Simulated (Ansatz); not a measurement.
Cu3Ag13Os3Pd: can entropy hold this alloy together?

Level of theory: Ansatz, DFT PBEsol, scalar-relativistic, plane waves, PAW.

Settings: cutoff 420 eV, Γ-centred mesh 5×6×5 on the computed 20-atom cell, Gaussian smearing of 0.10 eV; no spin polarisation.

Cells of 20 atoms on a fcc lattice, 13 Ag, 3 Cu, 1 Pd, 3 Os, each occupation relaxed without symmetry on a coarser mesh and computed once more. α is the first-shell Warren–Cowley parameter of unlike pairs (negative: unlike neighbours in excess, 0: random), given as its mean and root mean square over the pairs, since a mean near 0 can hide order that cancels. ΔH counts from the elements in their standard crystals. 1 further cell, whose relaxation didn't end, left large forces or left the lattice, is left out.

```
cell mean α  rms α  ΔH (meV/atom) V (Å³/atom) rms shift from sites (Å)
   1   -0.24   0.40            439        15.33                      0.08
   2    0.11   0.31            313        15.33                      0.12
```

Task: Weigh the mixing energy against the ideal entropy.

Result: Ideal mixing gives S = −k_B Σ x ln x = 0.999 k_B per atom (8.3 J/(mol K)), worth 86 meV/atom at 1000 K. The cell nearest to random, 2, has ΔH = 313 meV/atom (still ordered, with a root mean square α of 0.31). Against the pure elements it breaks even at T = ΔH/S = 3630 K, beyond the melting of most metals, so a solid solution isn't expected. ΔH includes the cost of putting the elements on this lattice where they prefer another, and what the coarser relaxation leaves, which can only raise it; vibrational entropy is left out. An error of 8 meV/atom in ΔH, as mesh and relaxation can leave, moves such a temperature by 90 K, and the spread of these cells, 127 meV/atom, by 1470 K.

The final mesh leaves forces up to 0.11 eV/Å and stresses up to 0.5 GPa.

Spin–orbit coupling is left out, which can shift energies with elements as heavy as these. Spin polarisation was left out, and a magnetic state may lie lower.

Cost: 5 runs of about 53 core-minutes in all (earlier runs that led there not counted), on Intel Xeon Platinum 8488C (Sapphire Rapids) (shared hosts).